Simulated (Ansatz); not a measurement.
Cost and result for the atomization energy of `O=CC#CF` (6 atoms, 5 bonds).

Charge 0, multiplicity 1. Geometry: relaxed with PBE0-D4/def2-TZVP. Program: Ansatz. All runs use 2 threads of an Intel Xeon 6975P-C on a shared host. Times are those of one run each, without the atoms' runs, and a repeat can differ threefold. Electronic energies, without spin–orbit coupling; frozen cores. CCSD(T)/CBS adds CCSD(T) − MP2 in def2-TZVPP to the MP2 limit, and its time is that of the two runs behind it. T1 = 0.015. B3LYP takes the VWN-RPA correlation (the form of Gaussian; ORCA's B3LYP/G).

CCSD(T)/CBS is a level of theory with its own doubt, some kJ/mol a heavy atom from the limit and from the frozen cores, so smaller differences don't rank the functionals.

| level | functions | wall time | atomization (kJ/mol) | difference from CCSD(T)/CBS | per bond |
| --- | --- | --- | --- | --- | --- |
| LDA (SPW92)/def2-TZVPP | 169 | 0.5 s | 3334.0 | 602.3 | 120.5 |
| revPBE-D4/def2-TZVPP | 169 | 0.8 s | 2810.9 | 79.2 | 15.8 |
| BLYP-D4/def2-TZVPP | 169 | 0.8 s | 2804.5 | 72.8 | 14.6 |
| CCSD(T)/def2-SVP | 75 | 0.95 s | 2616.2 | -115.5 | -23.1 |
| PBE-D4/def2-TZVPP (with forces) | 169 | 1 s | 2923.6 | 191.9 | 38.4 |
| BHLYP-D4/def2-TZVPP | 169 | 1.1 s | 2566.4 | -165.3 | -33.1 |
| B3LYP-D4/def2-TZVPP (with forces) | 169 | 1.4 s | 2746.1 | 14.4 | 2.9 |
| B2PLYP/def2-TZVPP | 169 | 2.1 s | 2731.2 | -0.5 | -0.1 |
| ωB97X-V/def2-TZVPP | 169 | 2.6 s | 2738.9 | 7.2 | 1.4 |
| ωB97M-V/def2-TZVPP (with forces) | 169 | 3.2 s | 2752.5 | 20.8 | 4.1 |
| MP2/def2-QZVPP | 315 | 7 s | 2841.5 | 109.8 | 21.9 |
| CCSD(T)/def2-TZVPP | 169 | 9 s | 2648.5 | -83.2 | -16.6 |
| CCSD(T)/CBS(def2) | – | 16 s | 2731.7 | 0.0 | 0.0 |

From BLYP to BHLYP (50 % exact exchange), in def2-TZVPP and without D4, the atomization energy moves by −228.1 kJ/mol: exact exchange takes away binding that semilocal exchange gives to molecules. The D4 term adds +14.0 kJ/mol with B3LYP and +7.2 kJ/mol with PBE0; it sums over pairs of atoms, weighted by their polarisabilities, and B3LYP, whose exchange is more repulsive, gets the larger term. At CCSD(T), def2-SVP lies −115.6 kJ/mol from the extrapolated value and def2-TZVPP −83.2 kJ/mol: correlation converges slowly with the basis, and small sets miss more of it in the bonded molecule than in its fragments.
